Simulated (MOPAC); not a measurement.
MOPAC input (PM3):

```
PM3 PRECISE GNORM=0.05 LET XYZ UHF MS=0.5 GEO-OK AUX(PRECISION=9) THREADS=1
C2H2F

C     0.03001831 1    0.38890657 1    0.00079542 1
C     1.23978496 1   -0.08731897 1   -0.00655119 1
F    -1.07186953 1   -0.39122524 1    0.00452518 1
H    -0.22543144 1    1.44614772 1    0.00468087 1
H     2.25343763 1    0.26535385 1   -0.01087281 1
```

Output:

```
 *******************************************************************************
 **                                                                           **
 **                              MOPAC v23.2.5                                **
 **                                                                           **
 *******************************************************************************
 ** MOPAC's Digital Object Identifier: https://doi.org/10.5281/zenodo.6511958 **
 **                                                                           **
 ** Please cite the open-source release paper for use of this MOPAC version:  **
 ** J. E. Moussa and J. J. P. Stewart (2026)                                  **
 ** MOPAC: An open-source semiempirical molecular orbital program             **
 ** J. Open Source Softw., 11(119), 8025, https://doi.org/10.21105/joss.08025 **
 *******************************************************************************

                              PM3 CALCULATION RESULTS

 *******************************************************************************
 *  PM3        - The PM3 Hamiltonian to be used
 *  GEO-OK     - OVERRIDE INTERATOMIC DISTANCE AND OTHER SAFETY CHECKS
 *  UHF        - UNRESTRICTED HARTREE-FOCK CALCULATION
 *  MS=        - IN MECI, MAGNETIC COMPONENT OF SPIN =  0.5
 *  LET        - OVERRIDE SOME SAFETY CHECKS
 *  PRECISE    - TIGHTER CRITERIA TO BE USED
 *  XYZ        - CARTESIAN COORDINATE SYSTEM TO BE USED
 *  GNORM      - EXIT WHEN GRADIENT NORM DROPS BELOW 0.050
 *  AUX        - OUTPUT AUXILIARY INFORMATION
 *******************************************************************************
PM3 PRECISE GNORM=0.05 LET XYZ UHF MS=0.5 GEO-OK AUX(PRECISION=9) THREADS=1
 C2H2F

   ATOM   CHEMICAL          X               Y               Z
  NUMBER   SYMBOL      (ANGSTROMS)     (ANGSTROMS)     (ANGSTROMS)

     1       C          0.03001831  *   0.38890657  *   0.00079542  *
     2       C          1.23978496  *  -0.08731897  *  -0.00655119  *
     3       F         -1.07186953  *  -0.39122524  *   0.00452518  *
     4       H         -0.22543144  *   1.44614772  *   0.00468087  *
     5       H          2.25343763  *   0.26535385  *  -0.01087281  *

          CARTESIAN COORDINATES

    NO.       ATOM           X           Y           Z

     1         C          0.0300      0.3889      0.0008
     2         C          1.2398     -0.0873     -0.0066
     3         F         -1.0719     -0.3912      0.0045
     4         H         -0.2254      1.4461      0.0047
     5         H          2.2534      0.2654     -0.0109

  H: (PM3): J. J. P. STEWART, J. COMP. CHEM. 10, 209 (1989).
  C: (PM3): J. J. P. STEWART, J. COMP. CHEM. 10, 209 (1989).
  F: (PM3): J. J. P. STEWART, J. COMP. CHEM. 10, 209 (1989).

           Empirical Formula: C2 H2 F  =     5 atoms

      MOLECULAR POINT GROUP   :   Cs

          UHF CALCULATION, NO. OF ALPHA ELECTRONS =    9
                           NO. OF BETA  ELECTRONS =    8

          Geometry optimization using EF

          DIAGONAL MATRIX USED AS START HESSIAN

 CYCLE:     1  GRAD.:    71.264 HEAT:  20.38430
 CYCLE:     2  GRAD.:   584.559 HEAT:  67.28167
 CYCLE:     3  GRAD.:   266.035 HEAT:  38.81951
 CYCLE:     4  GRAD.:   315.810 HEAT:  33.08050
 CYCLE:     5  GRAD.:    67.134 HEAT:  20.04647
 CYCLE:     6  GRAD.:   279.957 HEAT:  33.84733
 CYCLE:     7  GRAD.:    29.972 HEAT:  18.81280
 CYCLE:     8  GRAD.:    64.200 HEAT:  21.10703
 CYCLE:     9  GRAD.:     6.946 HEAT:  18.41608
 CYCLE:    10  GRAD.:     4.274 HEAT:  18.33970
 CYCLE:    11  GRAD.:     5.538 HEAT:  18.24367
 CYCLE:    12  GRAD.:     4.883 HEAT:  18.19235
 CYCLE:    13  GRAD.:     2.231 HEAT:  18.18047
 CYCLE:    14  GRAD.:     0.862 HEAT:  18.17294
 CYCLE:    15  GRAD.:     0.390 HEAT:  18.17206
 CYCLE:    16  GRAD.:     0.167 HEAT:  18.17170
 CYCLE:    17  GRAD.:     0.107 HEAT:  18.17163
 CYCLE:    18  GRAD.:     1.250 HEAT:  18.17179
 CYCLE:    19  GRAD.:     4.553 HEAT:  18.16708
 CYCLE:    20  GRAD.:    51.823 HEAT:  18.72646
 CYCLE:    21  GRAD.:     7.419 HEAT:  18.11082
 CYCLE:    22  GRAD.:    21.346 HEAT:  17.79866
 CYCLE:    23  GRAD.:    33.664 HEAT:  17.74443
 CYCLE:    24  GRAD.:    20.137 HEAT:  17.26772
 CYCLE:    25  GRAD.:    16.035 HEAT:  17.22807
 CYCLE:    26  GRAD.:    13.296 HEAT:  17.14973
 CYCLE:    27  GRAD.:     2.435 HEAT:  17.11258
 CYCLE:    28  GRAD.:     0.465 HEAT:  17.10932
 CYCLE:    29  GRAD.:     0.144 HEAT:  17.10920
 CYCLE:    30  GRAD.:     0.019 HEAT:  17.10919

     GRADIENT =  0.01894 IS LESS THAN CUTOFF =  0.05000

 -------------------------------------------------------------------------------
 PM3 PRECISE GNORM=0.05 LET XYZ UHF MS=0.5 GEO-OK AUX(PRECISION=9) THREADS=1
 C2H2F

     GEOMETRY OPTIMISED USING EIGENVECTOR FOLLOWING (EF).
     SCF FIELD WAS ACHIEVED

                              PM3 CALCULATION
                                                       MOPAC v23.2.5 Linux

          FINAL HEAT OF FORMATION =         17.10919 KCAL/MOL =      71.58484 KJ/MOL

          COSMO AREA              =         78.11 SQUARE ANGSTROMS
          COSMO VOLUME            =         59.78 CUBIC ANGSTROMS

          GRADIENT NORM           =          0.01894          =       0.00847 PER ATOM
          IONIZATION POTENTIAL    =         10.622771 EV
          ALPHA SOMO LUMO (EV)    =        -10.757  0.774
          BETA  SOMO LUMO (EV)    =        -10.623  0.139
          NO. OF ALPHA ELECTRONS  =          9
          NO. OF BETA  ELECTRONS  =          8
          MOLECULAR WEIGHT        =         45.0362         POINT GROUP:  Cs

          MOLECULAR DIMENSIONS (Angstroms)

            Atom       Atom       Distance
            H     5    H     4     3.18609
            F     3    H     5     1.91061
            F     3    C     1     0.00000

          SCF CALCULATIONS        =         31

   ATOM   CHEMICAL          X               Y               Z
  NUMBER   SYMBOL      (ANGSTROMS)     (ANGSTROMS)     (ANGSTROMS)

     1       C         -0.01614819  *   0.44953567  *   0.00117936  *
     2       C          1.26843353  *   0.14858257  *  -0.00612208  *
     3       F         -0.99381578  *  -0.46413521  *   0.00394826  *
     4       H         -0.38197229  *   1.48109446  *   0.00556642  *
     5       H          2.13157361  *  -0.47669447  *  -0.01206030  *

                             CARTESIAN COORDINATES

   1    C       -0.016148186     0.449535668     0.001179360
   2    C        1.268433534     0.148582569    -0.006122083
   3    F       -0.993815782    -0.464135212     0.003948259
   4    H       -0.381972286     1.481094456     0.005566420
   5    H        2.131573611    -0.476694467    -0.012060298

           Empirical Formula: C2 H2 F  =     5 atoms

      MOLECULAR POINT GROUP   :   Cs

          ALPHA EIGENVALUES
 -32.72694 -24.33919 -19.71569 -18.24016 -17.77881 -17.22798 -14.27226 -11.23592
 -10.75655   0.77350   2.17914   3.14248   4.32295   5.31764

           BETA EIGENVALUES
 -32.33865 -23.45272 -19.57588 -18.03752 -17.50471 -17.50306 -14.06045 -10.62277
   0.13868   1.32913   2.34512   3.58307   4.43890   5.90131

              NET ATOMIC CHARGES AND DIPOLE CONTRIBUTIONS

  ATOM NO.   TYPE          CHARGE      No. of ELECS.   s-Pop       p-Pop
    1          C           0.010366        3.9896     1.16466     2.82498
    2          C          -0.220003        4.2200     1.29980     2.92020
    3          F          -0.095523        7.0955     1.76293     5.33259
    4          H           0.126036        0.8740     0.87396
    5          H           0.179124        0.8209     0.82088
 DIPOLE           X         Y         Z       TOTAL
 POINT-CHG.     0.718     0.565    -0.002     0.913
 HYBRID         0.098    -0.072    -0.001     0.122
 SUM            0.815     0.493    -0.003     0.953

          ATOMIC ORBITAL ELECTRON POPULATIONS

     Atom    s        px        py        pz
    1  C   1.16466   0.86670   0.92800   1.03027
    2  C   1.29980   0.95776   0.94964   1.01280
    3  F   1.76293   1.65626   1.71941   1.95692
    4  H   0.87396
    5  H   0.82088

                    (SZ)    =    0.500000
                    (S**2)  =    0.962303

          ATOMIC ORBITAL SPIN POPULATIONS

    Atom   Total    s     px     py     pz
         Atomic
    1  C -0.5627 -0.031 -0.063 -0.053 -0.415
    2  C  1.5255  0.139  0.179  0.767  0.440
    3  F  0.0431  0.012  0.036  0.021 -0.025
    4  H  0.0603  0.060
    5  H -0.0661 -0.066

 **********************
 *                    *
 * JOB ENDED NORMALLY *
 *                    *
 **********************

 == MOPAC DONE ==
```

The geometry given is a B3LYP-D3(BJ)/def2-TZVP minimum.

The determinant is spin-contaminated: <S^2> is 0.96 against 0.75 for a pure state.
